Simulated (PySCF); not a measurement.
## Bond length, frequency and bond energy of MgH by level of theory

State: ²Σ⁺ (doublet), unpaired electrons σ ↑. Set-up: PySCF, no relativity, basis sets Mg aug-pcseg-1, H aug-pcseg-1. De refers to Mg + H in their ground configurations, without counterpoise correction. The functionals are run spin-unrestricted. A positive dipole means Mg(−)H(+).

| Level | Re (Å) | ωe (cm⁻¹) | De (eV) | μ (D) | CPU s a point (SCF and correlation, without the integrals) |
| --- | --- | --- | --- | --- | --- |
| UHF | 1.747 | 1469 | 1.10 | -1.51 | 0.022 |
| UHF-MP2 | 1.743 | 1469 | 1.24 | n/a | 0.031 |
| UHF-SCS-MP2 | 1.743 | 1466 | 1.25 | n/a | n/a |
| UHF-CCSD | 1.760 | 1384 | 1.13 | n/a | n/a |
| UHF-CCSD(T) | 1.760 | 1381 | 1.13 | n/a | 0.33 |
| PBE | 1.771 | 1352 | 1.33 | -1.25 | 0.18 |
| TPSS | 1.763 | 1379 | 1.61 | -1.27 | 0.32 |
| r²SCAN | 1.758 | 1398 | 1.57 | -1.39 | 0.28 |
| M06-L | 1.758 | 1397 | 1.35 | -1.31 | 0.3 |
| PBE0 | 1.757 | 1402 | 1.35 | -1.33 | 0.28 |
| M06-2X | 1.752 | 1405 | 1.24 | -1.46 | 0.29 |
| LC-ωPBE | 1.740 | 1463 | 1.46 | -1.39 | 0.28 |

Which functional lies closest to UHF-CCSD(T) in De, which farthest, and by how much do they differ from it?

Closest is M06-2X (-0.8 pm in Re, +1.7 % in ωe, +0.11 eV in De against UHF-CCSD(T) in the same basis), farthest TPSS (+0.3 pm in Re, -0.1 % in ωe, +0.48 eV in De). CCSD(T) converges more slowly with the basis than the functionals do and binds too weakly in this one, so the order can change at the basis-set limit.

What does a quarter of exact exchange do here, going from PBE to PBE0?

PBE0 less PBE: -1.4 pm in Re, +3.7 % in ωe, +0.02 eV in De. Exact exchange removes part of the self-interaction that spreads semilocal densities, and in most molecules shortens and stiffens the bond and lowers De; here De goes the other way.

What does second-order correlation do here, going from UHF to UHF-MP2?

UHF-MP2 less UHF: -0.4 pm in Re, +0.0 % in ωe, +0.14 eV in De. Correlation nearly always deepens the well. The bond shortens, as in weak, metallic or heavy-atom bonds, where dispersion and the correlation of outer-core electrons pull the atoms together.

Measured (Huber and Herzberg, Constants of Diatomic Molecules (1979)): Re = 1.7297 Å, ωe = 1495.2 cm⁻¹.

Correlated steps freeze 1 core orbital. Correlated levels converge slowly with the basis: in double zeta they bind strong bonds too weakly, by up to about 1 eV, and carry superposition errors of some tenths. The state was picked by a PBE0 search and need not be the measured ground state.

The whole job (state search and all levels along the bond) took about 0.52 min on 1 thread of Arm Neoverse V1 (shared host), peak memory 0.32 GiB.
